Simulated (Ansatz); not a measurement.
Born–Oppenheimer molecular dynamics of CH6FSi (9 atoms, charge 0, multiplicity 2). It starts at the highest image of a converged band. Of that band: Neighbouring images differ by up to 1.5 eV, so the band resolves the path poorly. A vibrational analysis at the climbing image gives one clearly imaginary mode, 1192i cm⁻¹: a first-order saddle point.

Theory: UKS B3LYP-D4/def2-SVP in Ansatz.

* ensemble: NVE (velocity Verlet)
* time step: 0.5 fs
* steps asked: 200
* starting velocities drawn for: 300 K
* seed: 6656

First frame:

```xyz
9
Properties=species:S:1:pos:R:3
Si -0.084 0.011 -0.103
F -0.003 -0.157 1.884
C 1.738 0.009 -0.564
H 2.205 -0.954 -0.300
H 1.883 0.172 -1.645
H 2.272 0.805 -0.023
H -0.728 1.324 -0.390
H -0.831 -1.097 -0.770
H 0.273 -0.115 2.977
```

Task: How far do the bonds stretch over the last three quarters of this one trajectory? (Pairs bonded in most of those frames.)

Result: 
| bond | mean (Å) | spread (Å) | shortest | longest |
| --- | --- | --- | --- | --- |
| Si1–C3 | 1.923 | 0.043 | 1.86 | 1.98 |
| Si1–H7 | 1.507 | 0.007 | 1.49 | 1.52 |
| Si1–H8 | 1.507 | 0.010 | 1.49 | 1.52 |
| F2–H9 | 0.931 | 0.020 | 0.90 | 0.96 |
| C3–H4 | 1.105 | 0.018 | 1.08 | 1.13 |
| C3–H5 | 1.103 | 0.016 | 1.08 | 1.13 |
| C3–H6 | 1.104 | 0.012 | 1.08 | 1.13 |

Mean temperature of the second half: 1170 K. The conserved energy stayed within 0.096 meV per atom of its start (net change -0.029 meV per atom), so the integration is sound. The kinetic energy rose, since the run started high on the potential surface and went downhill. It ends in pieces (CH5Si + FH), so much of that is their flight and rotation, not heat. A run of 0.1 ps of so small a system gives no equilibrium averages.

Run time: 5.9 min on 2 threads of Arm Neoverse V1, with other jobs on the host, peak memory 0.2 GiB.
